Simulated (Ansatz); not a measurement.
## SiP2, triplet in cc-pVDZ: errors against UCCSDT(Q)

Geometry: that of the SiP2, singlet, kept fixed.

```json
{"atom": "P", "x (Å)": "0.0000", "y (Å)": "-1.0253", "z (Å)": "0.6131"}
{"atom": "P", "x (Å)": "0.0000", "y (Å)": "1.0253", "z (Å)": "0.6131"}
{"atom": "Si", "x (Å)": "0.0000", "y (Å)": "0.0000", "z (Å)": "-1.3524"}
```

Basis cc-pVDZ; Ansatz 0.2.0. Correlated methods freeze the noble-gas cores, which leaves 14 electrons in 39 orbitals. Prefix R: restricted or restricted open-shell reference; prefix U: unrestricted. Active spaces: valence = (10e, 10o, short of the full valence) chosen from the atoms' valence shells.

Full CI isn't at hand for all of this; UCCSDT(Q) serves as the reference, and is uncertain by the last step of the cluster series or more. The frozen core follows each run's orbitals, which can shift R against U totals by a few meV.

Unrestricted rows (U) aren't spin-pure: their determinants' ⟨S²⟩ exceeds S(S+1) by up to 0.14, so they mix in states of higher spin. For open shells CISD is restricted-active-space CI with the open shells as a complete middle space.

```
UHF ⟨S²⟩                          : 2.140
T1 diagnostic (RCCSD)             : 0.0284
largest doubles amplitude (RCCSD) : 0.067
T1 diagnostic (UCCSD)             : 0.0306
```

Problem. From what is known of these methods and the diagnostics, rank them by the size of their error in total energy against UCCSDT(Q) in cc-pVDZ, smallest first (an estimate: the text doesn't fix the numbers).
A. MRCISD (valence space)
B. MRCISD+Q (valence space)
C. UCCSDT
D. NEVPT2 (valence space)
E. RCCSD(T)

Solution. C (5.2 kJ/mol), E (9.2 kJ/mol), B (11.4 kJ/mol), A (90.1 kJ/mol), D (115.8 kJ/mol).

All errors are against UCCSDT(Q) in cc-pVDZ. Within each family the higher level lies nearer, as is usual though not guaranteed.

Natural occupations of CASSCF (valence space) about the gap: 1.968 1.965 1.937 1.934 1.016 0.996 0.078 0.048 0.031 0.027; effectively unpaired electrons, Σ n²(2−n)², 2.08.
